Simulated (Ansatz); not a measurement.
Reaction: C3H4 (SMILES C1CC=1) → C3H3 (SMILES [C]1=CC1, doublet) + H (doublet) (the C-H bond breaks)
Each species at its own B3LYP-D3(BJ)/def2-TZVP minimum (Ansatz, a program for electronic structure).

Quantity: bond dissociation energy (electronic), in kcal/mol. Radicals and triplets start from unrestricted determinants; spin-orbit coupling is neglected. CBS(X,Y): correlation extrapolated as X^-3, Hartree-Fock from the larger set. A bracket is a step between two methods taken in the basis named. The functionals are non-relativistic, so their misses hold any scalar relativity. '+ core + X2C': CCSD(T) terms for core correlation (cc-pwCVTZ) and scalar relativity (cc-pVTZ-DK). For partners of very few electrons the exact lower level stands in for a higher one. The UHF reference of C3H3 ([C]1=CC1, doublet) is spin-contaminated (<S^2> up to 0.14 over the pure value in the sets run).

CCSD(T)/CBS(cc-pVTZ,cc-pVQZ) + [CCSDT(Q) - CCSD(T)]/cc-pVDZ + core + X2C (Ansatz) gives 115.9 kcal/mol.

**Question.** How far off this value is PBE/def2-TZVPD (Ansatz), in which direction, and how far these levels: r2SCAN/def2-TZVPD, CCSD(T)/CBS(cc-pVTZ,cc-pVQZ) + core + X2C?

**Answer.** PBE gives 112.0 kcal/mol, 3.9 kcal/mol below it. Differences of the others: r2SCAN/def2-TZVPD (Ansatz) -4.1; CCSD(T)/CBS(cc-pVTZ,cc-pVQZ) + core + X2C (Ansatz) 0.4 kcal/mol.
